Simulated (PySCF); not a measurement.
Species: C₂H₅ClO₂S.
SMILES: `CCS(=O)(=O)Cl`

Torsions of this conformer, `[CH3:1][CH2:2][S:3](=[O:4])(=[O:5])[Cl:6]`: C1–C2–S3–O4 -48°.

The closed-shell ground state was solved at several levels (PySCF, density fitting, gas phase, non-relativistic). One conformer (not necessarily the lowest) at the PBE0-D3(BJ)/def2-SVP geometry, without solvent, vibrations or thermal averaging.

| level | basis functions | total energy (Eh) | HOMO (eV) | LUMO (eV) | gap (eV) | dipole (D) |
| --- | --- | --- | --- | --- | --- | --- |
| PBE0/6-31G | 72 | -1087.1244 | -9.23 | -2.68 | 6.55 | 5.17 |
| PBE0/6-311+G(2d,p) | 208 | -1087.5930 | -9.12 | -1.94 | 7.18 | 4.27 |
| PBE0/def2-SVP | 117 | -1087.0180 | -8.92 | -1.61 | 7.31 | 4.10 |
| PBE0/STO-3G | 43 | -1074.8415 | -5.09 | 1.21 | 6.30 | 3.98 |
| PBE0/def2-TZVP | 228 | -1087.6371 | -9.11 | -1.73 | 7.38 | 4.13 |

**Question.** What might PBE0/6-31G* (102 basis functions) give for the same quantities?

**Answer.** Total energy -1087.4243 Eh, HOMO -8.99 eV, LUMO -1.77 eV, gap 7.22 eV, dipole 4.28 D.

**Question.** Over all these levels, which gives the widest orbital gap and which the narrowest?

**Answer.** PBE0/def2-TZVP has the widest, 7.38 eV, and PBE0/STO-3G the narrowest, 6.30 eV. From the narrowest to the widest the HOMO moves by -4.02 eV and the LUMO by -2.94 eV.

**Question.** How much does the basis alone move the frontier levels among the 6 PBE0 rows (the withheld one included)?

**Answer.** The HOMO by 4.14 eV and the LUMO by 3.89 eV. By rising basis size (HOMO, LUMO in eV): STO-3G -5.09, 1.21; 6-31G -9.23, -2.68; 6-31G* -8.99, -1.77; def2-SVP -8.92, -1.61; 6-311+G(2d,p) -9.12, -1.94; def2-TZVP -9.11, -1.73.

**Question.** How far do the dipole and the HOMO energy spread over the levels?

**Answer.** The dipole runs from 3.98 to 5.17 D (mean 4.32 D) and the HOMO from -9.23 to -5.09 eV.
